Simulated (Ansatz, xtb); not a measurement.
Species: CH₃S (charge 0, doublet). It need not be the lowest isomer of its formula. SMILES: C[S]
Geometry from a B3LYP-D3(BJ)/def2-TZVP (Ansatz, a program for electronic structure) optimisation:
```xyz
5

C     -0.0139     1.1056     0.0124
S      0.0013    -0.6916    -0.0079
H      1.0336     1.4242     0.0401
H     -0.5062     1.4939     0.9033
H     -0.4650     1.5146    -0.8909
```
Charge 0, spin multiplicity 2.

Harmonic wavenumbers from GFN2-xTB (xtb, at its own minimum), cm⁻¹: 759, 903, 903, 1305, 1422, 1422, 3016, 3020, 3020.

Give the harmonic wavenumbers at B3LYP-D3(BJ)/def2-TZVP (Ansatz, finite differences of forces, unscaled).

580, 712, 863, 1333, 1372, 1472, 3014, 3082, 3105 cm⁻¹. Zero-point energy 22.2 kcal/mol.

From these and the geometry, give the ideal-gas thermochemistry at 298.15 K and 1 atm (rigid rotor, harmonic oscillator).

Point group Cs, rotational symmetry number 1. Rotational constants 159, 13.38, 13.36 GHz. S(trans) 37.47, S(rot) 19.96, S(vib) 1.00, S(elec, spin only) 1.38, S 59.8 cal/(mol K). H(298) - H(0) 2.60 kcal/mol; G - E(el) 7.0 kcal/mol.
